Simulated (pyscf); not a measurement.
## Routes from `[ClH]` + `[Cl][CH][Cl]` [doublet]

Candidate steps break at most two bonds and form at most two. Each was searched with GFN2-xTB (tblite) first. Single points on ωB97X-D3(BJ)/def2-SVP structures (PySCF, gas phase). MP2 and CC: frozen core, UHF for open shells. ΔMP2 is the change of the MP2 total energy from the triple- to the quadruple-zeta basis. Energies: CCSD(T)/def2-TZVPP + ΔMP2(QZVPP), eV, from the separated reactants, doublet surface; ΔG‡ with ideal gas, 1 atm, RRHO with modes under 100 cm⁻¹ raised to 100, one conformer, R ln 2 for chiral ones without a mode under 150 cm⁻¹.

```tsv
products	type	ΔE‡	ΔE	ΔG‡ 298 K	ΔG‡ 900 K	ν‡ (cm⁻¹)
Cl–CH₂–Cl + Cl•	hydrogen abstraction	0.34	+0.14	0.71	1.56	1044i
Cl–CH•–Cl + HCl	concerted two-bond exchange	2.30	0.00	2.65	3.49	1477i
```

Row 1: On the product side the descent ends in what is likely a three-electron adduct, which functionals tend to overbind (not fully relaxed), 0.22 eV under the separated species and 0.30 eV under the saddle at ωB97X-D3(BJ)/def2-TZVP. 

Plain bond fissions and candidates not yet searched are not listed, and one of them may be faster. Each barrier is that of the saddle found; lower ones may exist. The CCSD(T) − MP2 part came from Ansatz, without density fitting, on the same reference. Left out: orbital degeneracy and the spin-orbit lowering of Cl.
